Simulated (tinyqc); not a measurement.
Worked calculation: MP2 on RHF in the sto-6g basis, frozen core, for H2O, spin multiplicity 1. One step of it, computed by the program tinyqc.

Question. Second-order Moller-Plesset energy. E2 = sum_ijab (ia|jb) [2 (ia|jb) - (ib|ja)] / (e_i + e_j - e_a - e_b) over occupied i, j and virtual a, b; the opposite-spin part is (ia|jb)^2 / denominator, the rest is same-spin, and SCS-MP2 scales them by 6/5 and 1/3.

orbital energies (hartree): MO1 -20.501125, MO2 -1.216196, MO3 -0.578843, MO4 -0.418741, MO5 -0.383222, MO6 0.470369, MO7 0.642306

Two-electron integrals over orbitals (pq|rs), unique and non-zero (hartree); the lowest 1 orbital is frozen and left out:
```
(22|22) 0.723638    (32|32) 0.134583    (33|22) 0.617995    (33|33) 0.599931
(42|22) -0.018535   (42|33) 0.004222    (42|42) 0.130849    (43|32) 0.027685
(43|43) 0.051191    (44|22) 0.677013    (44|33) 0.575387    (44|42) -0.101045
(44|44) 0.742756    (52|52) 0.149745    (53|53) 0.026544    (54|52) -0.042071
(54|54) 0.049843    (55|22) 0.754632    (55|33) 0.604691    (55|42) -0.073562
(55|44) 0.712138    (55|55) 0.880663    (62|22) -0.134612   (62|33) -0.064154
(62|42) -0.029171   (62|44) -0.078840   (62|55) -0.148763   (62|62) 0.095378
(63|32) 0.045660    (63|43) 0.037437    (63|63) 0.082293    (64|22) -0.116294
(64|33) -0.043671   (64|42) 0.031903    (64|44) -0.126631   (64|55) -0.134039
(64|62) 0.064617    (64|64) 0.081785    (65|52) -0.055286   (65|54) -0.003371
(65|65) 0.035124    (66|22) 0.586475    (66|33) 0.549166    (66|42) 0.053755
(66|44) 0.538094    (66|55) 0.569395    (66|62) -0.086608   (66|64) -0.046320
(66|66) 0.576250    (72|32) 0.053161    (72|43) -0.028018   (72|63) -0.030369
(72|72) 0.067650    (73|22) 0.163492    (73|33) 0.089835    (73|42) -0.070859
(73|44) 0.156543    (73|55) 0.201154    (73|62) -0.073666   (73|64) -0.088912
(73|66) 0.040364    (73|73) 0.154530    (74|32) -0.070145   (74|43) -0.006852
(74|63) -0.053243   (74|72) -0.017843   (74|74) 0.066131    (75|53) 0.024028
(75|75) 0.025677    (76|32) -0.094038   (76|43) -0.058422   (76|63) -0.074929
(76|72) 0.001793    (76|74) 0.058617    (76|76) 0.119880    (77|22) 0.617098
(77|33) 0.589558    (77|42) -0.020900   (77|44) 0.594929    (77|55) 0.620039
(77|62) -0.066066   (77|64) -0.049302   (77|66) 0.550691    (77|73) 0.103629
(77|77) 0.608444
```

Hartree-Fock energy = -75.65675927 hartree

Give: Terms; Pair energies; MP2 correlation energy; SCS-MP2 correlation energy; MP2 total energy.

Answer.

Terms:
```
i  j  a  b  (ia|jb)  (ib|ja)  denominator       term
3  3  7  7   0.1545   0.1545      -2.4423    -0.0098
3  4  7  6  -0.0889  -0.0532      -2.1103    -0.0052
4  3  6  7  -0.0889  -0.0532      -2.1103    -0.0052
4  4  6  6   0.0818   0.0818      -1.7782    -0.0038
3  3  6  6   0.0823   0.0823      -2.0984    -0.0032
2  3  6  7  -0.0737  -0.0304      -2.9077    -0.0030
3  2  7  6  -0.0737  -0.0304      -2.9077    -0.0030
2  2  6  6   0.0954   0.0954      -3.3731    -0.0027
4  4  7  7   0.0661   0.0661      -2.1221    -0.0021
4  2  6  6   0.0646   0.0646      -2.5757    -0.0016
2  4  6  6   0.0646   0.0646      -2.5757    -0.0016
2  2  7  7   0.0676   0.0676      -3.7170    -0.0012
5  5  6  6   0.0351   0.0351      -1.7072    -0.0007
4  3  7  6  -0.0532  -0.0889      -2.1103  -4.43e-04
3  4  6  7  -0.0532  -0.0889      -2.1103  -4.43e-04
5  5  7  7   0.0257   0.0257      -2.0511  -3.21e-04
3  2  6  7  -0.0304  -0.0737      -2.9077   1.35e-04
2  3  7  6  -0.0304  -0.0737      -2.9077   1.35e-04
2  4  7  7  -0.0178  -0.0178      -2.9195  -1.09e-04
4  2  7  7  -0.0178  -0.0178      -2.9195  -1.09e-04
```

Pair energies (hartree; pair i-j sums ij and ji):
```
pair  opposite spin  same spin
2-2         -0.0039     0.0000
3-2         -0.0044    -0.0013
3-3         -0.0130     0.0000
4-2         -0.0035     0.0000
4-3         -0.0102    -0.0012
4-4         -0.0058     0.0000
5-5         -0.0010     0.0000
```

MP2 correlation energy = -0.044301 hartree

SCS-MP2 correlation energy = -0.050998 hartree

MP2 total energy = -75.701060 hartree
